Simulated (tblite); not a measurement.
A geometry optimisation, step by step.

Compound: C5H7S (doublet state).
Bonds: C1–C2, C2–S3 (double), C2–C4, C4–C5, C5–C6, C4–C6. Hydrogens: H7, H8, H9 on C1; H10, H11 on C5; H12, H13 on C6.
Bond orders are those of one Lewis drawing.

Computed with GFN2-xTB (tblite), gas phase: L-BFGS steps from a force-field or distance-geometry start until the largest atomic force falls under 0.01 eV/Å. 7 of its 97 geometries are shown.

Step 0: E = -471.7361 eV, largest atomic force 14.304 eV/Å
```
atom  x, y, z in Å  |  force x, y, z in eV/Å
C1     -2.100    0.380   -0.527   -1.173   1.749   1.146
C2     -0.805   -0.327   -0.536   -0.695  10.837   8.099
S3     -0.663   -1.467   -1.395    1.966 -11.488  -8.292
C4      0.297    0.154    0.349   -0.111  -1.447  -1.447
C5      1.587    0.633   -0.210    0.531   0.473   0.575
C6      1.545   -0.694    0.494   -0.081   0.178   0.426
H7     -2.451    0.673   -1.545    0.227  -0.491   0.806
H8     -2.810   -0.330   -0.038    0.157   0.719  -0.545
H9     -2.058    1.317    0.104   -0.150  -0.850  -0.585
H10     1.807    0.542   -1.288   -0.324   0.649   0.584
H11     2.011    1.496    0.357   -0.089  -0.739  -0.834
H12     1.978   -0.792    1.495   -0.181   0.058  -0.459
H13     1.658   -1.584   -0.141   -0.076   0.351   0.524
```

Step 16: E = -473.7893 eV, largest atomic force 0.872 eV/Å
```
atom  x, y, z in Å  |  force x, y, z in eV/Å
C1     -2.083    0.462   -0.499    0.146   0.165  -0.056
C2     -0.910   -0.439   -0.492    0.710  -0.470  -0.188
S3     -1.082   -2.035   -1.084   -0.237  -0.302   0.131
C4      0.369   -0.154   -0.163    0.107   0.271   0.305
C5      1.572    0.704   -0.153   -0.170   0.241   0.132
C6      1.633   -0.727    0.305    0.161  -0.069  -0.118
H7     -2.398    0.728   -1.498    0.070   0.073  -0.374
H8     -2.922   -0.065   -0.057   -0.065   0.057   0.250
H9     -1.828    1.360    0.044   -0.206   0.274   0.186
H10     1.899    0.991   -1.143    0.177  -0.038  -0.026
H11     1.841    1.423    0.614   -0.496   0.220  -0.204
H12     1.659   -0.748    1.382    0.067  -0.426   0.311
H13     2.245   -1.500   -0.134   -0.264   0.005  -0.351
```

Step 32: E = -474.2038 eV, largest atomic force 0.253 eV/Å
```
atom  x, y, z in Å  |  force x, y, z in eV/Å
C1     -1.944    0.499   -0.564   -0.035  -0.006  -0.088
C2     -0.891   -0.560   -0.472    0.136  -0.039   0.210
S3     -1.403   -2.202   -0.515   -0.031  -0.081  -0.011
C4      0.405   -0.282   -0.297    0.079   0.034  -0.126
C5      1.430    0.740   -0.079   -0.008   0.032   0.126
C6      1.702   -0.727    0.205   -0.044  -0.103  -0.004
H7     -2.193    0.713   -1.599    0.041   0.060  -0.130
H8     -2.854    0.139   -0.087    0.034   0.060   0.063
H9     -1.600    1.412   -0.079   -0.064  -0.015  -0.062
H10     1.942    1.175   -0.933   -0.183  -0.069   0.078
H11     1.287    1.443    0.732    0.092  -0.027   0.049
H12     1.698   -1.099    1.223    0.097   0.128   0.013
H13     2.416   -1.252   -0.415   -0.115   0.027  -0.118
```

Step 48: E = -474.2781 eV, largest atomic force 0.041 eV/Å
```
atom  x, y, z in Å  |  force x, y, z in eV/Å
C1     -1.924    0.498   -0.630   -0.025   0.005  -0.002
C2     -0.915   -0.579   -0.364    0.031   0.023  -0.014
S3     -1.443   -2.220   -0.401   -0.007   0.026   0.003
C4      0.363   -0.289   -0.122    0.023  -0.017   0.010
C5      1.393    0.742    0.012   -0.009  -0.003  -0.001
C6      1.721   -0.731    0.171    0.002  -0.024  -0.001
H7     -2.084    0.604   -1.703    0.000  -0.029  -0.003
H8     -2.876    0.242   -0.173   -0.015   0.007   0.014
H9     -1.569    1.449   -0.236   -0.025   0.003  -0.011
H10     1.724    1.258   -0.879    0.004  -0.012   0.021
H11     1.386    1.368    0.894    0.015  -0.005  -0.006
H12     1.940   -1.108    1.161   -0.008  -0.001  -0.004
H13     2.280   -1.234   -0.607    0.014   0.027  -0.006
```

Step 64: E = -474.2805 eV, largest atomic force 0.035 eV/Å
```
atom  x, y, z in Å  |  force x, y, z in eV/Å
C1     -1.938    0.500   -0.636    0.018  -0.023   0.000
C2     -0.911   -0.559   -0.362    0.006  -0.021  -0.008
S3     -1.437   -2.204   -0.396    0.006   0.014   0.002
C4      0.369   -0.276   -0.123   -0.004   0.004   0.008
C5      1.409    0.742    0.026   -0.027   0.011  -0.012
C6      1.724   -0.736    0.167   -0.023  -0.010   0.001
H7     -2.119    0.562   -1.710   -0.009   0.008   0.023
H8     -2.878    0.240   -0.153    0.019   0.028  -0.001
H9     -1.595    1.469   -0.279   -0.008  -0.027  -0.020
H10     1.747    1.261   -0.860    0.016   0.012   0.006
H11     1.405    1.362    0.913    0.016  -0.018  -0.006
H12     1.936   -1.130    1.151   -0.006   0.002   0.007
H13     2.282   -1.230   -0.617   -0.005   0.020  -0.002
```

Step 80: E = -474.2833 eV, largest atomic force 0.055 eV/Å
```
atom  x, y, z in Å  |  force x, y, z in eV/Å
C1     -1.938    0.496   -0.647   -0.019   0.026  -0.004
C2     -0.905   -0.557   -0.385   -0.043  -0.006   0.017
S3     -1.415   -2.206   -0.433    0.002   0.017  -0.014
C4      0.368   -0.265   -0.124   -0.010  -0.024   0.012
C5      1.410    0.746    0.052    0.020  -0.005   0.009
C6      1.716   -0.737    0.168    0.032   0.027  -0.008
H7     -2.223    0.480   -1.700    0.003  -0.004   0.017
H8     -2.833    0.297   -0.059    0.018   0.004  -0.002
H9     -1.551    1.482   -0.399   -0.008  -0.019  -0.015
H10     1.752    1.278   -0.825    0.033   0.005   0.000
H11     1.418    1.352    0.949   -0.044  -0.030  -0.013
H12     1.912   -1.153    1.147    0.023   0.019  -0.007
H13     2.283   -1.212   -0.622   -0.008  -0.011   0.009
```

Step 96: E = -474.2866 eV, largest atomic force 0.008 eV/Å
```
atom  x, y, z in Å  |  force x, y, z in eV/Å
C1     -1.933    0.498   -0.657   -0.001  -0.004  -0.003
C2     -0.901   -0.561   -0.411    0.003  -0.003  -0.001
S3     -1.415   -2.206   -0.500    0.001   0.003   0.001
C4      0.371   -0.274   -0.135    0.003  -0.004  -0.001
C5      1.399    0.744    0.077   -0.003  -0.003  -0.002
C6      1.720   -0.736    0.171    0.001  -0.005   0.002
H7     -2.356    0.378   -1.653   -0.003   0.001   0.007
H8     -2.744    0.400    0.063    0.002   0.001  -0.006
H9     -1.492    1.488   -0.570   -0.001   0.006   0.001
H10     1.761    1.301   -0.776    0.001   0.001  -0.003
H11     1.371    1.327    0.988    0.000   0.004   0.005
H12     1.911   -1.166    1.144    0.000   0.001   0.001
H13     2.302   -1.193   -0.619   -0.003   0.002  -0.001
```

Task: Summarise the path.

Result: The energy falls by 246.08 kJ/mol from step 0 to step 96; nine tenths of that is first reached at step 21. It rises by more than 0.2 meV at steps 20 and 85. The largest force goes from 14.304 to 0.008 eV/Å. Among the bonds C2=S3 changes most, from 1.434 to 1.726 Å; the atoms move by 0.729 Å rms after alignment.

Task: Follow the three bonds and two angles with the largest change from start to end.

Result: 
| step | E above end (kJ/mol) | largest force (eV/Å) | C2=S3 (Å) | C2–C4 (Å) | C4–C6 (Å) | C2–C4–C6 (°) | C2–C4–C5 (°) |
| --- | --- | --- | --- | --- | --- | --- | --- |
| 0 | 246.08 | 14.304 | 1.434 | 1.494 | 1.516 | 118.9 | 121.4 |
| 4 | 95.76 | 0.641 | 1.664 | 1.402 | 1.490 | 126.8 | 127.8 |
| 8 | 82.03 | 0.465 | 1.682 | 1.388 | 1.481 | 132.8 | 135.1 |
| 13 | 65.03 | 0.501 | 1.677 | 1.377 | 1.476 | 137.1 | 143.5 |
| 17 | 42.27 | 0.624 | 1.731 | 1.339 | 1.466 | 144.1 | 154.1 |
| 21 | 24.04 | 0.586 | 1.726 | 1.338 | 1.460 | 143.8 | 153.6 |
| 25 | 14.77 | 0.357 | 1.734 | 1.339 | 1.461 | 146.7 | 150.5 |
| 29 | 10.54 | 0.249 | 1.722 | 1.337 | 1.461 | 145.2 | 148.7 |
| 33 | 7.22 | 0.239 | 1.722 | 1.335 | 1.458 | 147.8 | 146.9 |
| 38 | 4.57 | 0.252 | 1.719 | 1.334 | 1.460 | 147.5 | 146.9 |
| 42 | 1.78 | 0.154 | 1.723 | 1.331 | 1.457 | 150.2 | 146.9 |
| 46 | 0.88 | 0.067 | 1.725 | 1.333 | 1.456 | 149.6 | 147.7 |
| 50 | 0.77 | 0.043 | 1.724 | 1.333 | 1.458 | 149.9 | 147.4 |
| 54 | 0.71 | 0.028 | 1.724 | 1.333 | 1.458 | 150.0 | 147.4 |
| 58 | 0.67 | 0.029 | 1.724 | 1.333 | 1.458 | 149.9 | 147.5 |
| 63 | 0.60 | 0.038 | 1.726 | 1.333 | 1.459 | 149.5 | 147.9 |
| 67 | 0.53 | 0.032 | 1.726 | 1.333 | 1.459 | 148.7 | 148.7 |
| 71 | 0.49 | 0.013 | 1.726 | 1.333 | 1.459 | 148.7 | 148.8 |
| 75 | 0.47 | 0.029 | 1.726 | 1.333 | 1.459 | 148.6 | 148.9 |
| 79 | 0.35 | 0.074 | 1.726 | 1.332 | 1.457 | 148.3 | 149.0 |
| 83 | 0.20 | 0.065 | 1.726 | 1.333 | 1.458 | 148.8 | 148.6 |
| 88 | 0.04 | 0.028 | 1.726 | 1.333 | 1.458 | 149.0 | 148.4 |
| 92 | 0.01 | 0.014 | 1.726 | 1.333 | 1.459 | 149.0 | 148.4 |
| 96 | 0.00 | 0.008 | 1.726 | 1.333 | 1.459 | 149.1 | 148.3 |

What follows is the cost of the whole relaxation. Hardware: Arm Neoverse V2, one thread, shared host with 96 logical CPUs at a one-minute load of 83. Cost: 0.44 s.
